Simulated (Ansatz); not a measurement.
```yaml
crystal:
  periodic: [false, false, false]
  atoms:
    - {symbol: C, position_ang: [-1.429606, -1.550519, -1.180340]}
    - {symbol: S, position_ang: [-1.301421, 0.230683, -0.995013]}
    - {symbol: C, position_ang: [0.132482, 0.436624, 0.128392]}
    - {symbol: C, position_ang: [1.397880, -0.135522, -0.493321]}
    - {symbol: C, position_ang: [0.265025, 1.946706, 0.285457]}
    - {symbol: C, position_ang: [-0.139701, -0.205624, 1.480736]}
    - {symbol: H, position_ang: [-0.544746, -1.979616, -1.652255]}
    - {symbol: H, position_ang: [-1.624677, -2.049766, -0.230292]}
    - {symbol: H, position_ang: [-2.283701, -1.721351, -1.837012]}
    - {symbol: H, position_ang: [1.328770, -1.217077, -0.627621]}
    - {symbol: H, position_ang: [1.595970, 0.319585, -1.465374]}
    - {symbol: H, position_ang: [2.253870, 0.057827, 0.161262]}
    - {symbol: H, position_ang: [0.451404, 2.428179, -0.677229]}
    - {symbol: H, position_ang: [1.102636, 2.175282, 0.950284]}
    - {symbol: H, position_ang: [-0.640842, 2.379073, 0.716593]}
    - {symbol: H, position_ang: [-1.045986, 0.202480, 1.931615]}
    - {symbol: H, position_ang: [0.699807, -0.017320, 2.157813]}
    - {symbol: H, position_ang: [-0.254467, -1.288443, 1.397906]}
basis:
  gaussian: {orbitals: def2-SVPD}
hamiltonian: {xc: {name: wB97X-D}}
output: {forces: true}
```

```sh
$ ansatz run in.yaml --threads 2 --pin off --events-out ev --progress --plain --max-ram 32768MiB --backend cpu
```

Shortened log:

```
Error: YAML parse error: error: line 24 column 19: hamiltonian.xc: no functional is named "wB97X-D"; the names, which are not case-sensitive, are SVWN5, SPW92, PBE, PBE0, PBEsol, revPBE, revPBE0, RPBE, rPW86-PBE, HSE06, wPBEh, LC-wPBE, HISS, HF, BLYP, B3LYP, B3LYP5, BHLYP, CAM-B3LYP, r2SCAN, r2SCANh, r2SCAN0, r2SCAN50, m-r2SCAN, B97, wB97, wB97X, wB97X-V, B97M-V, wB97M-V, B2PLYP, B2GP-PLYP, PBE0-DH, PBE-QIDH
22 | basis:
23 |   gaussian: {orbitals: def2-SVPD}
24 | hamiltonian: {xc: {name: wB97X-D}}
25 | output: {forces: true}
```

Q: Something in this input is off. What?

A: The method's name isn't one that the program takes here. The program refused the input.

HSE06 is defined as in plane-wave codes.
